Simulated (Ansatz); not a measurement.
in.yaml

```yaml
crystal:
  periodic: [false, false, false]
  atoms:
    - {symbol: B, position_ang: [0.000000, 0.000000, 0.114060]}
    - {symbol: B, position_ang: [0.000000, 0.000000, -1.406367]}
    - {symbol: H, position_ang: [0.000000, 0.000000, 1.292307]}
basis:
  gaussian: {orbitals: cc-pVDZ}
total_charge: 1
magnetization: {spin_polarized: false, initial_magnetization: 4}
correlation: {method: fic_mrcisd_q_relaxed, electrons: valence, active_space: {window: {electrons: 6, orbitals: 5}, states: [{multiplicity: 5, weights: [0.5, 1, 0.5, 1]}]}}
scf: {lower_state_search: light}
```

```sh
$ ansatz run in.yaml --threads 1 --pin off --events-out ev --progress --plain --max-ram 2393MiB
```

Output:

```
564 factors; integrals over basis functions are off by at most 1.3e-7 eV
mean field evaluation 1: about -1340.5798 eV, gradient 1.0e1 eV
mean field evaluation 2: about -1340.5846 eV, gradient 1.0e1 eV
mean field evaluation 4: about -1341.4732 eV, gradient 1.7e0 eV
mean field evaluation 8: about -1341.4970 eV, gradient 1.4e-1 eV
mean field evaluation 16: about -1341.9333 eV, gradient 6.6e-3 eV
mean field evaluation 32: about -1341.5038 eV, gradient 1.9e-1 eV
mean field -1341.93347576 eV, -49.3151456391 hartree, gradient 7.4e-7 eV, S^2 6.000000; 2 other end points of the search recorded, 0 dependent functions left out
reference -1341.93347576 eV, -49.3151456391 hartree; 7, 3 occupied and 26, 30 virtual orbitals, 564 factors
state -1341.41040101 eV, -49.2959229965 hartree
state -1338.90367691 eV, -49.2038025850 hartree
state -1333.03846843 eV, -48.9882601489 hartree
state -1333.03846843 eV, -48.9882601489 hartree
contracted CI cycle   1: correlation 0.00000000 eV, 0.0000000000 hartree, residual 1.15e1 eV
contracted CI cycle   2: correlation -2.89415151 eV, -0.1063581063 hartree, residual 2.31e0 eV
contracted CI cycle   3: correlation -3.03622423 eV, -0.1115791824 hartree, residual 9.35e-1 eV
contracted CI cycle   4: correlation -3.05839325 eV, -0.1123938790 hartree, residual 3.23e-1 eV
...
contracted CI cycle 291: correlation 1.79594082 eV, 0.0659996077 hartree, residual 1.41e1 eV
contracted CI cycle 292: correlation -2.68611758 eV, -0.0987130005 hartree, residual 5.45e-2 eV
contracted CI cycle 293: correlation 1.79594082 eV, 0.0659996077 hartree, residual 1.41e1 eV
contracted CI cycle 294: correlation -2.68611758 eV, -0.0987130005 hartree, residual 5.45e-2 eV
contracted CI cycle 295: correlation 1.79594082 eV, 0.0659996077 hartree, residual 1.41e1 eV
contracted CI cycle 296: correlation -2.68611758 eV, -0.0987130005 hartree, residual 5.45e-2 eV
contracted CI cycle 297: correlation 1.79594082 eV, 0.0659996077 hartree, residual 1.41e1 eV
contracted CI cycle 298: correlation -2.68611758 eV, -0.0987130005 hartree, residual 5.45e-2 eV
contracted CI cycle 299: correlation 1.79594082 eV, 0.0659996077 hartree, residual 1.41e1 eV
contracted CI cycle 300: correlation -2.68611758 eV, -0.0987130005 hartree, residual 5.45e-2 eV
state -1333.03846843 eV, -48.9882601489 hartree; corrected -1339.12511677 eV, -49.2119403497 hartree
state -1333.03846843 eV, -48.9882601489 hartree; corrected -1339.12511677 eV, -49.2119403497 hartree
an earlier search ended where averaged states of different weights were degenerate, so these states were given the mean of their weights and the orbitals were optimised with it
WARN: the results are in doubt because the state at -1333.03846843 eV, -48.9882601489 hartree has the weight 0.44 in contracted CI; more orbitals belong in the active space
WARN: the results are in doubt because the states' residual is 5.4e-2 eV, above 1.2e-3 eV
WARN: the results are in doubt because the state at -1333.03846843 eV, -48.9882601489 hartree has the weight 0.44 in contracted CI; more orbitals belong in the active space
WARN: the results are in doubt because the states' residual is 5.4e-2 eV, above 1.2e-3 eV
Total energy: -1341.26704456 eV, -49.2906547441 hartree
In doubt: the state at -1333.03846843 eV, -48.9882601489 hartree has the weight 0.44 in contracted CI; more orbitals belong in the active space
In doubt: the states' residual is 5.4e-2 eV, above 1.2e-3 eV
In doubt: the state at -1333.03846843 eV, -48.9882601489 hartree has the weight 0.44 in contracted CI; more orbitals belong in the active space
In doubt: the states' residual is 5.4e-2 eV, above 1.2e-3 eV
```

The run gave no result to rely on (not converged).

Ran on 1 thread of Intel Xeon Platinum 8259CL, shared host: 12 s wall, 0.14 GiB peak host memory.
